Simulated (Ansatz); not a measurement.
Species: N₂ (charge 0, singlet). 
Coordinates optimised at B3LYP-D3(BJ)/def2-TZVP (Ansatz, an electronic-structure program):
SMILES: N#N
```xyz
2

N      0.0000     0.0000    -0.5454
N      0.0000     0.0000     0.5454
```

Basis-set convergence of Hartree-Fock and CCSD correlation energies (hartree) with Ansatz. Valence correlation only, unless marked. No spin-orbit coupling. Non-relativistic.

```tsv
basis	functions	E(HF)	E(corr, CCSD)
cc-pVDZ	28	-108.95491	-0.30774
cc-pVTZ	60	-108.98466	-0.37060
cc-pVQZ	110	-108.99234	-0.39192
cc-pV5Z	182	-108.99402	-0.39944
```

Extrapolating the two largest sets (X = 4 and 5) as X^-3: E(corr) = (125·(-0.39944) - 64·(-0.39192))/61 = -0.4073 Eh, an estimate of the basis-set limit. The largest set recovers 98.1 % of it, the smallest 75.5 %.
